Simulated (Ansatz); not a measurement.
Z-matrix (Å, degrees):
```
N
Si 1 1.716
H 1 1.009 2 127.8
H 1 1.006 2 120.3 3 180.0
N 2 1.716 1 100.2 3 0.0
H 5 1.006 2 120.3 1 -180.0
H 5 1.009 2 127.8 1 0.1
```

Charge 0, multiplicity 1.

Problem. List the ωB97M-V/def2-TZVPP orbital energies in eV (Ansatz). (An estimate is asked.)

Solution. The calculation gave: Occupied: -1806.45, -394.01, -394.01, -147.40, -101.58, -101.50, -101.41, -26.65, -25.89, -16.97, -16.54, -15.88, -13.64, -11.08, -9.63, -8.47. Lowest empty: 1.68, 2.33, 2.42, 3.69, 4.43, 4.65, 4.88, 7.33.
